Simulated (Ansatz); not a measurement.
# H4NOPS, SMILES NP(O)S: a rigid scan of one bond length

Program: Ansatz's Python interface.

Run as a notebook:

**Cell 1**
```python
import warnings

import ansatz as az
import numpy as np
```

**Cell 2**
```python
warnings.simplefilter("ignore", az.DeckWarning)
```

**Cell 3**
```python
molecule = (
    az.Crystal.molecule()
    .atom("N", (0.3191, 1.1385, 0.4965))
    .atom("P", (-0.1811, -0.4261, 0.742))
    .atom("O", (1.0818, -1.0111, -0.0235))
    .atom("S", (-1.4353, -0.5318, -0.8687))
    .atom("H", (0.2833, 1.3409, -0.5409))
    .atom("H", (-0.4679, 1.8137, 0.8276))
    .atom("H", (1.9238, -0.5233, 0.3303))
    .atom("H", (-1.4316, -1.8579, -1.019))
)
```

**Cell 4**
```python
symbols = [site.symbol for site in molecule.cartesian_sites]
start = np.array([site.position_ang for site in molecule.cartesian_sites])
axis = (start[0] - start[1]) / np.linalg.norm(start[0] - start[1])
moving = [0, 4, 5]
lengths, energies = [1.462, 1.528, 1.594, 1.661, 1.727, 1.794, 1.86, 1.96], []
for length in lengths:
    xyz = start.copy()
    xyz[moving] += (length - np.linalg.norm(start[0] - start[1])) * axis
    point = az.Crystal.molecule()
    for symbol, place in zip(symbols, xyz):
        point = point.atom(symbol, place.tolist())
    calc = (
        point.calculation()
        .basis(gaussian="def2-SVP")
        .functional("pbe")
    )
    rep = calc.run(threads=1).report
    energies.append(rep["free_energy_ev"])
    print(f"r = {length:6.3f} A  E = {energies[-1]:.5f} eV  <S^2> = {abs(rep['mean_field']['state']['spin_squared']):.3f}")
```
Output:
```text
r =  1.462 A  E = -23702.75135 eV  <S^2> = 0.000
r =  1.528 A  E = -23703.57001 eV  <S^2> = 0.000
r =  1.594 A  E = -23704.08783 eV  <S^2> = 0.000
r =  1.661 A  E = -23704.39042 eV  <S^2> = 0.000
r =  1.727 A  E = -23704.53000 eV  <S^2> = 0.000
r =  1.794 A  E = -23704.55659 eV  <S^2> = 0.000
r =  1.860 A  E = -23704.50244 eV  <S^2> = 0.000
r =  1.960 A  E = -23704.32096 eV  <S^2> = 0.000
```

**Cell 5**
```python
fit = np.polynomial.Polynomial.fit(lengths, np.array(energies) - min(energies), 4).convert()
roots = [r.real for r in fit.deriv().roots() if abs(r.imag) < 1e-9 and fit.deriv(2)(r.real) > 0]
r_e = min(roots, key=lambda r: abs(r - lengths[int(np.argmin(energies))]))
print(f"minimum of the fit at {r_e:.4f} A, force constant {fit.deriv(2)(r_e):.2f} eV/A^2")
```
Output:
```text
minimum of the fit at 1.7791 A, force constant 18.84 eV/A^2
```

These settings explore the input space; basis and method may be short of convergence. The rest of the molecule is held rigid at a force-field or estimated start geometry, and the basis set is modest; single-reference methods fail as a bond breaks. The orbitals are restricted, so S² is zero by construction. Toward dissociation an unrestricted state can lie under the restricted one, by tenths of an eV for polar bonds under a functional and by 1 to 2 eV or more for others. Timing: 17 s on 1 thread of Arm Neoverse V1 (shared host), peak memory 0.19 GiB.
